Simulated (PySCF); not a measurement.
## Mayer bond orders and bond lengths

C5H9Cl.
SMILES with atom numbers: `[Cl:1][CH:2]1[CH2:3][CH2:4][CH2:5][CH2:6]1` (hydrogens: H7 on C2; H8, H9 on C3; H10, H11 on C4; H12, H13 on C5; H14, H15 on C6)

Geometry (GFN2-xTB, Å), atoms numbered from 1 in this order:
```
atom  x, y, z in Å
Cl1    0.932   -1.385    1.844
C2     0.808   -0.954    0.107
C3     1.178    0.514   -0.105
C4    -0.149    1.297   -0.076
C5    -1.247    0.254    0.172
C6    -0.643   -1.052   -0.338
H7     1.475   -1.646   -0.410
H8     1.667    0.620   -1.074
H9     1.873    0.858    0.658
H10   -0.148    2.058    0.701
H11   -0.310    1.796   -1.032
H12   -2.178    0.505   -0.333
H13   -1.446    0.165    1.240
H14   -1.143   -1.936    0.054
H15   -0.673   -1.086   -1.430
```

Bond orders from the PBE0/pcSseg-1 density (PySCF). Geometry: GFN2-xTB, one conformer, isolated molecule.

Q: Where do the orders between heavy atoms depart from those drawn in the SMILES?

A: The largest departure is 0.037, at C4–C5 (drawn single, 1.037).

Q: Set the Mayer orders of the bonds beside their lengths.

A: 
```csv
bond,drawn as,length (Å),Mayer order
Cl1–C2,single,1.794,0.982
C2–C3,single,1.529,0.972
C3–C4,single,1.541,1.022
C4–C5,single,1.534,1.037
C5–C6,single,1.526,1.015
C6–C2,single,1.521,0.995
C2–H7,single,1.090,0.952
C3–H8,single,1.091,0.948
C3–H9,single,1.088,0.951
C4–H10,single,1.088,0.957
C4–H11,single,1.090,0.957
C5–H12,single,1.088,0.961
C5–H13,single,1.090,0.948
C6–H14,single,1.088,0.953
C6–H15,single,1.092,0.942
```

By pair of heavy elements: C–C: lowest C2–C3 (0.972, 1.529 Å), highest C4–C5 (1.037, 1.534 Å); in 5 of the 10 pairs the longer bond (by over 0.003 Å) has the higher order (by 0.02 or more).

Q: Sum the orders of all bonds at each heavy atom with more than one neighbour and set the sums beside the valence in the SMILES.

A: C2 3.901 (drawn 4), C3 3.893 (drawn 4), C4 3.973 (drawn 4), C5 3.961 (drawn 4), C6 3.905 (drawn 4). Orders between atoms that aren't bonded are not in these sums.

Mayer orders depend on the basis set.
